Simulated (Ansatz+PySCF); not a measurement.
Results of a calculation; reference values are marked as such.
A run of PySCF 2.14.0 on doublet ClF(+) at this shape:

```yaml
atoms:
  - { symbol: F, position_ang: [0.0000, 0.0000, -0.7956] }
  - { symbol: Cl, position_ang: [0.0000, 0.0000, 0.7956] }
```

Its results:

* Converged: yes
* Reference energy: -558.46633 hartree
* Correlation energy: -0.41773 hartree
* Total energy: -558.88406 hartree
* Spin squared of the determinant: 0.764

(1) Which input gives this output? Name the method, the orbitals and the basis set, and write the input.

Results:

(1) UHF-MP2 in cc-pVTZ on F; cc-pV(T+d)Z on Cl.

```python
from pyscf import gto, scf, mp

# the (T+d) and (D+d) sets load through basis_set_exchange
mol = gto.M(atom="""
F 0.000000 0.000000 -0.795620
Cl 0.000000 0.000000 0.795620
""", basis={'Cl': 'cc-pv(t+d)z', 'F': 'cc-pvtz'}, charge=1, spin=1)
mf = scf.UHF(mol)
mf.kernel()
pt = mp.MP2(mf, frozen=6).run()
print(mf.e_tot, pt.e_corr, pt.e_tot)
```
